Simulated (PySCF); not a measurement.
C₃H₂ClPS.
SMILES with atom numbers: `[Cl:1][c:2]1[p:3][cH:4][cH:5][s:6]1` (hydrogens: H7 on C4; H8 on C5)

Computed by this run: PBE0-D3(BJ)/def2-SVP geometry optimisation, gas phase (PySCF 2.14.0); density fitting, grid level 1; the optimiser is geomeTRIC in internal coordinates, started from a GFN2-xTB structure.

Step 0: E = -35762.2314 eV
```
atom  x, y, z in Å  |  force x, y, z in eV/Å
Cl1     3.1534    0.0180   -0.0208    0.048   0.082  -0.013
C2      1.4386   -0.0554   -0.0016    0.144   0.254  -0.039
P3      0.5548   -1.5103    0.2247    0.048  -0.045   0.011
C4     -0.9895   -0.6601    0.1027    0.343  -0.395   0.054
C5     -0.9689    0.6752   -0.1013    0.375   0.457  -0.069
S6      0.5689    1.4269   -0.2238    0.091  -0.503   0.075
H7     -1.9193   -1.1989    0.1894   -0.521  -0.225   0.037
H8     -1.8289    1.3140   -0.1940   -0.528   0.375  -0.055
```

**Question.** Estimate the geometry and energy of step 1. (The exact step hangs on the optimiser's Hessian estimate; all steps are aligned on step 0, rigid shifts and turns removed.)

**Answer.** E = -35762.2543 eV, largest force 0.083 eV/Å
```
atom  x, y, z in Å  |  force x, y, z in eV/Å
Cl1     3.1700    0.0456   -0.0241   -0.068  -0.027   0.003
C2      1.4547   -0.0635   -0.0002   -0.025   0.031  -0.011
P3      0.5555   -1.5163    0.2265    0.057  -0.060   0.009
C4     -0.9936   -0.6686    0.1027   -0.059  -0.009   0.011
C5     -0.9701    0.6810   -0.1017   -0.008   0.009  -0.014
S6      0.5783    1.3990   -0.2225    0.012   0.059   0.006
H7     -1.9447   -1.2034    0.1893    0.046   0.012   0.000
H8     -1.8410    1.3356   -0.1946    0.045  -0.015  -0.004
```

The energy changes by -0.0228 eV. The first-order estimate −F·Δx gives -0.0515 eV and the mean of the old and new forces, exact on a quadratic surface, -0.0231 eV. The step makes an angle of 50° with the force vector and moves no atom by more than 0.032 Å.

What follows is the cost of the whole optimisation. On one thread, AMD EPYC 9R45 (x86_64) (shared host), this took 6.4 s of wall time and 0.52 GiB of memory at its peak.
